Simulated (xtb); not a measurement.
C2H4O2, quintet, at a GFN2-xTB geometry of the parent state (a higher spin typed on purpose: for a closed-shell molecule this is an excited state); GFN1-xTB (xtb 6.7.1).

The xtb input:
```
$ xtb mol.xyz --gfn 1 --chrg 0 --uhf 4 --json

# file mol.xyz
8

C     -0.00315599     0.15499744     0.00211695
O      0.17039265     1.34242476     0.01690963
O     -1.22753391    -0.39207402     0.00355055
H     -1.90744240     0.29943580     0.01779441
C      1.07040744    -0.89412184    -0.01979608
H      2.04770176    -0.42261924    -0.02046975
H      0.96302272    -1.53432562     0.85236222
H      0.95033928    -1.51055050    -0.90729357
```

What the program printed (banner, timings and long lists left out):

```
   ID    Z sym.   atoms
    1    6 C      1, 5
    2    8 O      2, 3
    3    1 H      4, 6-8

           -------------------------------------------------
          |                Calculation Setup                |
           -------------------------------------------------

           -------------------------------------------------
          |                 G F N 1 - x T B                 |
           -------------------------------------------------

          ...................................................
          :                      SETUP                      :
          :.................................................:
          :  # basis functions                  24          :
          :  # atomic orbitals                  24          :
          :  # shells                           16          :
          :  # electrons                        24          :
          :  # halogen bonds                     0          :
          :  max. iterations                   250          :
          :  Hamiltonian                  GFN1-xTB          :
          :  restarted?                      false          :
          :  GBSA solvation                  false          :
          :  PC potential                    false          :
          :  electronic temp.          300.0000000     K    :
          :  accuracy                    1.0000000          :
          :  -> integral cutoff          0.2500000E+02      :
          :  -> integral neglect         0.1000000E-07      :
          :  -> SCF convergence          0.1000000E-05 Eh   :
          :  -> wf. convergence          0.2000000E-04 e    :
          :  Broyden damping             0.4000000          :
          :  net charge                          0          :
          :  unpaired electrons                  4          :
          ...................................................

 iter      E             dE          RMSdq      gap      omega  full diag
   1    -15.2083157 -0.152083E+02  0.687E+00    1.43       0.0  T
   2    -14.8519794  0.356336E+00  0.571E+00    1.15       1.0  T
   3    -14.9828823 -0.130903E+00  0.530E+00    1.77       1.0  T
   4    -15.1051372 -0.122255E+00  0.302E+00    1.83       1.0  T
   5    -15.2886984 -0.183561E+00  0.244E+00    1.78       1.0  T
   6    -15.2887663 -0.678523E-04  0.244E+00    1.78       1.0  T
   7    -15.2864655  0.230075E-02  0.256E+00    1.79       1.0  T
   8    -15.3008365 -0.143710E-01  0.168E+00    1.66       1.0  T
[...]
         :: total energy             -15.172016252162 Eh    ::
[...]
        21                          0.2762806               7.5180
        22                          0.3452437               9.3946
        23                          0.4141481              11.2695
        24                          0.7298318              19.8597
      -------------------------------------------------------------
                  HL-Gap            0.0087749 Eh            0.2388 eV
             Fermi-level           -0.3488463 Eh           -9.4926 eV

  Mulliken/CM5 charges         n(s)   n(p)   n(d)
     1C     0.40280  0.44932   0.854  2.743  0.000
     2O    -0.38690 -0.43665   1.754  4.633  0.000
     3O    -0.48134 -0.67914   1.700  4.781  0.000
     4H     0.38280  0.55811   0.617  0.000  0.000
     5C     0.21471  0.07392   1.186  2.599  0.000
     6H    -0.03433  0.02127   1.034  0.000  0.000
     7H    -0.04887  0.00658   1.049  0.000  0.000
     8H    -0.04887  0.00658   1.049  0.000  0.000

Wiberg/Mayer (AO) data.
largest (>0.10) Wiberg bond orders for each atom

 ---------------------------------------------------------------------------
     #   Z sym  total        # sym  WBO       # sym  WBO       # sym  WBO
 ---------------------------------------------------------------------------
     1   6 C    3.257 --     2 O    1.478     3 O    0.994     5 C    0.724
     2   8 O    1.800 --     1 C    1.478     5 C    0.197
     3   8 O    1.949 --     1 C    0.994     4 H    0.816
     4   1 H    0.852 --     3 O    0.816
     5   6 C    3.179 --     8 H    0.742     7 H    0.742     1 C    0.724
                             6 H    0.718     2 O    0.197
     6   1 H    1.141 --     5 C    0.718     8 H    0.199     7 H    0.199
     7   1 H    1.183 --     5 C    0.742     6 H    0.199     8 H    0.192
     8   1 H    1.183 --     5 C    0.742     6 H    0.199     7 H    0.192
 ---------------------------------------------------------------------------

Topologies differ in total number of bonds
Writing topology from bond orders to xtbtopo.mol

 dipole moment from electron density (au)
     X       Y       Z
  -0.4827  -0.2061   0.0007  total (Debye):    1.334

           -------------------------------------------------
          | TOTAL ENERGY              -15.172016252162 Eh   |
          | GRADIENT NORM               0.205406389730 Eh/α |
          | HOMO-LUMO GAP               0.238777962769 eV   |
           -------------------------------------------------

normal termination of xtb
```
